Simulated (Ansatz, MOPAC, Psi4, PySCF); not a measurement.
Gas-phase reaction in SMILES: N[Si](N)(N)O → [NH2] (NH2) + N[Si](N)O (the N-Si bond breaks)

Quantity: bond dissociation energy (enthalpy at 298 K), in kcal/mol. Set-up: no dispersion term unless named; 6-311+G** with 5d, 6d on Na to Ar in Ansatz (an electronic-structure program); spin-orbit terms left out; LANL2DZ with its own core potentials from Na on; open shells spin-unrestricted; frozen cores in correlated levels; non-relativistic; six Cartesian d functions in 6-31G* and its kin unless marked 5d. CBS marks a two-point X^-3 extrapolation of the correlation energy; Hartree-Fock from the larger set. Ab initio and DFT rows: single points at B3LYP-D3(BJ) geometries (Ansatz), with unscaled harmonic terms from B3LYP/6-31G* (Ansatz) at its own minima. Semi-empirical rows: MOPAC heats of formation at their own minima for 298 K.

Coupled cluster (Ansatz) is a level with limits of its own, used here on species with T1 under 0.025 (0.045 for open shells) and stable references: CCSD(T)/CBS(cc-pV(T+d)Z,cc-pV(Q+d)Z).

Value to compare with, CCSD(T)/CBS(cc-pV(T+d)Z,cc-pV(Q+d)Z) (Ansatz): 115.7 kcal/mol.

```json
[
 {"level": "MNDO", "program": "MOPAC", "bond dissociation energy (enthalpy at 298 K) (kcal/mol)": "83.8", "difference": "-31.9"},
 {"level": "HF/LANL2DZ", "program": "Ansatz", "bond dissociation energy (enthalpy at 298 K) (kcal/mol)": "83.9", "difference": "-31.8"},
 {"level": "HF/6-311+G**", "program": "Ansatz", "bond dissociation energy (enthalpy at 298 K) (kcal/mol)": "84.2", "difference": "-31.5"},
 {"level": "PBE/LANL2DZ", "program": "Ansatz", "bond dissociation energy (enthalpy at 298 K) (kcal/mol)": "103.8", "difference": "-11.9"},
 {"level": "PBE/def2-SVP", "program": "Ansatz", "bond dissociation energy (enthalpy at 298 K) (kcal/mol)": "106.8", "difference": "-8.9"},
 {"level": "B3LYP/3-21G", "program": "Ansatz", "bond dissociation energy (enthalpy at 298 K) (kcal/mol)": "111.4", "difference": "-4.3"},
 {"level": "B3LYP/def2-SVP", "program": "Ansatz", "bond dissociation energy (enthalpy at 298 K) (kcal/mol)": "106.2", "difference": "-9.5"},
 {"level": "B3LYP/cc-pVDZ", "program": "Ansatz", "bond dissociation energy (enthalpy at 298 K) (kcal/mol)": "101.1", "difference": "-14.6"},
 {"level": "B3LYP/6-311+G**", "program": "Ansatz", "bond dissociation energy (enthalpy at 298 K) (kcal/mol)": "103.3", "difference": "-12.4"},
 {"level": "PBE0/6-31G*", "program": "Ansatz", "bond dissociation energy (enthalpy at 298 K) (kcal/mol)": "107.4", "difference": "-8.3"},
 {"level": "M06-2X/6-31G* (5d)", "program": "PySCF", "bond dissociation energy (enthalpy at 298 K) (kcal/mol)": "114.4", "difference": "-1.3"},
 {"level": "wB97X-D/6-31G*", "program": "Psi4", "bond dissociation energy (enthalpy at 298 K) (kcal/mol)": "111.4", "difference": "-4.3"},
 {"level": "wB97X-D/6-311+G**", "program": "Psi4", "bond dissociation energy (enthalpy at 298 K) (kcal/mol)": "110.1", "difference": "-5.6"},
 {"level": "PBE0/def2-TZVPD", "program": "Ansatz", "bond dissociation energy (enthalpy at 298 K) (kcal/mol)": "107.4", "difference": "-8.3"},
 {"level": "wB97M-V/def2-TZVPD", "program": "Ansatz", "bond dissociation energy (enthalpy at 298 K) (kcal/mol)": "115.3", "difference": "-0.4"},
 {"level": "B2PLYP-D3(BJ)/def2-TZVPD", "program": "Ansatz + dftd3", "bond dissociation energy (enthalpy at 298 K) (kcal/mol)": "110.7", "difference": "-5.0"}
]
```

0 of the 13 habitual levels lie above CCSD(T)/CBS(cc-pV(T+d)Z,cc-pV(Q+d)Z) (Ansatz); their mean absolute difference is 13.6 kcal/mol, the median 9.5.

The levels are drawn from those run, B3LYP/6-31G* more often than the rest, none by its result; left out are runs that failed, that the program found above a lower state of the same kind, or whose <S^2> lies over 0.5 above the pure value.
